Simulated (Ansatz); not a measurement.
Changing the shape of C2H4, singlet

Program: Ansatz, Gaussian basis, development build. Basis cc-pVDZ, nonrelativistic, no frozen core; active space CAS(4,4). Restricted Hartree–Fock, then the lowest state-specific CASSCF solution met for each case. On stretched bonds single-reference methods can fail or change state. Solutions in different active orbitals can move differences by tenths of an eV and at times more than 1 eV.

Case A:

```xyz
6

C     0.0000    0.0000    0.6695
C     0.0000    0.0000   -0.6695
H    -0.5328    0.7609    1.2321
H     0.5328   -0.7609    1.2321
H     0.5328    0.7609   -1.2321
H    -0.5328   -0.7609   -1.2321
```

Case B:

```json
{"atom": "C", "x (Å)": "0.0000", "y (Å)": "0.0000", "z (Å)": "0.6695"}
{"atom": "C", "x (Å)": "0.0000", "y (Å)": "0.0000", "z (Å)": "-0.6695"}
{"atom": "H", "x (Å)": "-0.5971", "y (Å)": "0.7116", "z (Å)": "1.2321"}
{"atom": "H", "x (Å)": "0.5971", "y (Å)": "-0.7116", "z (Å)": "1.2321"}
{"atom": "H", "x (Å)": "0.5971", "y (Å)": "0.7116", "z (Å)": "-1.2321"}
{"atom": "H", "x (Å)": "-0.5971", "y (Å)": "-0.7116", "z (Å)": "-1.2321"}
```

Energy less that of case A, in eV:

```json
{"case": "B", "RHF/ROHF": "+0.873", "CASSCF": "+0.582"}
```

**Question.** What does SC-NEVPT2 give for these differences?

**Answer.** B: +0.418 eV (9.6 kcal/mol).
